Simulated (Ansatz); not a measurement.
**C2H3NS: vertical ionisation energy**

Aim: the vertical ionisation energy of C2H3NS, as cation minus neutral at the neutral's geometry, on several levels, and how well −ε(HOMO) stands in for it.

Computed with Ansatz 0.2.0, Gaussian basis. Level: unrestricted cation, the program's frozen cores in correlated methods.

Plan: UKS PBE-D4/def2-TZVPP; UKS r2SCAN-D4/def2-TZVPP; UKS PBE0-D4/def2-TZVPP; UKS B3LYP-D4/def2-TZVPP; UKS wB97X-V/def2-TZVPP; UKS wB97M-V/def2-TZVPP; UKS B2PLYP/def2-TZVPP; UHF-CCSD(T)/def2-TZVPP; UHF-MP2/def2-QZVPP; extrapolation to the limit; then −ε(HOMO) from the neutral's earlier runs with LDA (SPW92), PBE-D4, revPBE-D4, BLYP-D4, r2SCAN-D4, B97M-V, PBE0-D4, B3LYP-D4, r2SCANh-D4, r2SCAN0-D4, HSE06-D4, BHLYP-D4, CAM-B3LYP-D4, LC-ωPBE, ωB97X-V, ωB97M-V.

## Step 1: The relaxed structure

All runs share one geometry, relaxed beforehand with PBE0-D4 in a triple-zeta def2 set.

SMILES `N=C1CS1`, 7 atoms, charge 0, spin multiplicity 1.

Atoms are counted from 1 here; the program's logs count them from 0.

Bond lengths: N1–C2 1.249 Å, N1–H5 1.020 Å, C2–C3 1.457 Å, C2–S4 1.729 Å, C3–S4 1.845 Å, C3–H6 1.086 Å, C3–H7 1.086 Å. Angles: C2–N1–H5 110.7°, N1–C2–C3 149.7°, N1–C2–S4 140.1°, C3–C2–S4 70.2°, C2–C3–S4 61.8°, C2–C3–H6 118.7°, C2–C3–H7 118.7°, S4–C3–H6 115.5°, S4–C3–H7 115.5°, H6–C3–H7 115.5°, C2–S4–C3 48.0°.

Geometry (Å):

```mol
C2H3NS
  3D, bonds by distance, orders not assigned

  7  7  0  0  0  0  0  0  0  0999 V2000
   -1.3839    0.4674   -0.8898 N   0  0
   -0.5214   -0.1566   -0.2367 C   0  0
    0.7662   -0.1815    0.4455 C   0  0
   -0.2363   -1.7303    0.4210 S   0  0
   -1.0899    1.4311   -1.0472 H   0  0
    1.6729   -0.2018   -0.1518 H   0  0
    0.8537    0.3037    1.4131 H   0  0
  1  2  8  0
  2  3  8  0
  3  4  8  0
  1  5  8  0
  3  6  8  0
  3  7  8  0
  2  4  8  0
M  END
```

## Step 2: Cation, UKS PBE-D4/def2-TZVPP

in.yaml

```yaml
crystal:
  periodic: [false, false, false]
  atoms:
    - {symbol: N, position_ang: [-1.383938, 0.467351, -0.889753]}
    - {symbol: C, position_ang: [-0.521432, -0.156586, -0.236674]}
    - {symbol: C, position_ang: [0.766165, -0.181488, 0.445473]}
    - {symbol: S, position_ang: [-0.236261, -1.730277, 0.421036]}
    - {symbol: H, position_ang: [-1.089949, 1.431126, -1.047192]}
    - {symbol: H, position_ang: [1.672939, -0.201843, -0.151778]}
    - {symbol: H, position_ang: [0.853676, 0.303717, 1.413087]}
basis:
  gaussian: {orbitals: def2-TZVPP}
total_charge: 1
magnetization: {spin_polarized: true, initial_magnetization: 1}
hamiltonian: {xc: pbe, dispersion: d4}
```

The run is started by

```console
ansatz run in.yaml --threads 2 --pin off --events-out ev --progress --plain --max-ram 4352MiB
```

The runs that follow: Cation, UKS r2SCAN-D4/def2-TZVPP; Cation, UKS PBE0-D4/def2-TZVPP; Cation, UKS B3LYP-D4/def2-TZVPP; Cation, UKS wB97X-V/def2-TZVPP; Cation, UKS wB97M-V/def2-TZVPP; Cation, UKS B2PLYP (frozen core)/def2-TZVPP; Cation, UHF-CCSD(T)/def2-TZVPP; Cation, UHF-MP2/def2-QZVPP.

Before running them: what should the planned runs give, taken together? Wanted: ionisation energy, CCSD(T)/CBS; nearest functional by difference; nearest −ε(HOMO); −ε(HOMO) of PBE; T1 of the cation.

The runs gave:

| quantity | value |
| --- | --- |
| ionisation energy, CCSD(T)/CBS | 9.73 eV |
| nearest functional by difference | ωB97X-V (-0.17 eV) |
| nearest −ε(HOMO) | ωB97X-V (-0.18 eV) |
| −ε(HOMO) of PBE | 6.09 eV |
| T1 of the cation | 0.035 |

In words: Energy differences with functionals land within 0.30 eV of the reference. The PBE orbital energy is 3.6 eV too small: a semilocal HOMO is no ionisation energy. Among orbital estimates ωB97X-V comes nearest. Hartree-Fock falls 1.44 eV short, as the neutral has more correlation energy than the cation. The cation's T1 (from the report) is 0.035, near the customary mark of 0.045 for open shells, so the coupled-cluster value is less safe. The cation may have settled in a state other than its lowest; no search over hole states beyond the program's own was made.
